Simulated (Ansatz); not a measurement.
## H₃Si–BH⁺, singlet: reading a ladder of total energies

Geometry: that of the H3Si–BH, doublet, kept fixed.

```yaml
atoms:
  - { symbol: Si, position_ang: [0.0000, 0.0275, 0.5292] }
  - { symbol: B, position_ang: [0.0000, -0.1188, -1.4404] }
  - { symbol: H, position_ang: [0.0000, 1.3973, 1.1216] }
  - { symbol: H, position_ang: [1.2095, -0.6900, 1.0219] }
  - { symbol: H, position_ang: [-1.2095, -0.6900, 1.0219] }
  - { symbol: H, position_ang: [0.0000, 0.4894, -2.4617] }
```

Basis cc-pVDZ; Ansatz 0.2.0. Only valence electrons are correlated (noble-gas cores frozen), which leaves 10 electrons in 46 orbitals. R marks a restricted (for open shells ROHF) determinant.

Full CI isn't at hand for all of this; RCCSDT(Q) serves as the reference, and is uncertain by the last step of the cluster series or more.

RCCSD has a T1 diagnostic of 0.021 and a largest doubles amplitude of 0.05.

Runs differ by some tens of microhartree through their thresholds, so steps under 0.03 kcal/mol mean nothing.

```csv
level,total energy (hartree)
RHF,-315.564010
RMP2,-315.718568
RCCSD,-315.761820
RCCSD(T),-315.766581
RCCSDT,-315.767771
RCCSDT(Q),-315.767983
```

Task: What is the correlation energy at RCCSDT(Q), and what share of it do RMP2 and RCCSD(T) recover?

Result: E(corr) = -315.767983 − (-315.564010) = -0.203973 hartree = -5.550 eV. RMP2: -0.154558 / -0.203973 = 75.77 %. RCCSD(T): -0.202571 / -0.203973 = 99.31 %.

Task: By how many kcal/mol does RCCSD(T) miss RCCSDT(Q) (1 hartree = 627.509 kcal/mol), and which steps make up the rest?

Result: -315.766581 − (-315.767983) = 0.001402 hartree = 0.88 kcal/mol. Steps: RCCSDT − RCCSD(T) = -0.75, RCCSDT(Q) − RCCSDT = -0.13 kcal/mol. Differences between like states or geometries often cancel part of this.
